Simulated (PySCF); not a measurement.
Two structures of BNH₃F, singlet, reached by relaxing down either side of one saddle point (PBE0-D4/def2-TZVP). Energies are electronic, without zero-point energy. Program: PySCF 2.14 with density fitting (its default auxiliary sets; JK sets also for MP2 and CCSD(T)). Basis: def2-TZVPP and def2-QZVPP. Cores are frozen in the correlated methods. Extrapolation: Hartree–Fock as exp(−7.88 √X), correlation as X^−2.97. First:

B1  (-0.200, 0.532, -0.349)
F2  (0.145, 1.743, 0.104)
N3  (0.209, -0.596, 0.351)
H4  (0.759, -0.548, 1.193)
H5  (-0.854, 0.452, -1.347)
H6  (-0.023, -1.527, 0.055)
(Å)

Second:

```
6
angstrom
B -0.6027 -0.2181 -0.9658
F 0.9029 1.4832 1.3187
N -0.0143 -0.8095 -0.0491
H 0.5800 0.7495 0.8352
H -1.1400 0.3974 -1.8044
H 0.3825 -1.4760 0.5736
```

Question: Which bonds change from the first to the second?

Answer: BNH₃F ([NH2][BH][F]) → BNH₂ ([BH][NH]) + HF; bonds formed: F2–H4; bonds broken: B1–F2, N3–H4.

Question: Give the saddle point's structure and its height above each. (To be estimated.)

Answer: The calculation gives: 74.75 kcal/mol above the first and 15.88 kcal/mol above the second (CCSD(T) at an estimated basis limit (MP2 extrapolated from triple and quadruple zeta, plus CCSD(T) − MP2 in triple zeta)).
```json
{"atom": "B1", "x (Å)": "-0.3263", "y (Å)": "0.1573", "z (Å)": "-0.5147"}
{"atom": "F2", "x (Å)": "0.4498", "y (Å)": "1.3551", "z (Å)": "0.6201"}
{"atom": "N3", "x (Å)": "0.0916", "y (Å)": "-0.8464", "z (Å)": "0.1901"}
{"atom": "H4", "x (Å)": "0.6049", "y (Å)": "0.3796", "z (Å)": "0.9160"}
{"atom": "H5", "x (Å)": "-0.8447", "y (Å)": "0.7982", "z (Å)": "-1.3549"}
{"atom": "H6", "x (Å)": "0.0247", "y (Å)": "-1.8437", "z (Å)": "0.1434"}
```

T1 diagnostic: at most 0.016.

Labels in which every atom is bracketed show which atoms are joined, not bond orders.

For scale, one of the runs: CCSD(T)/def2-TZVPP, 135 basis functions, launched by `OMP_NUM_THREADS=4 python run.py`. Hardware: 4 CPU threads of an Arm Neoverse V1, shared host. Wall time 58 s; peak host memory 0.77 GiB.
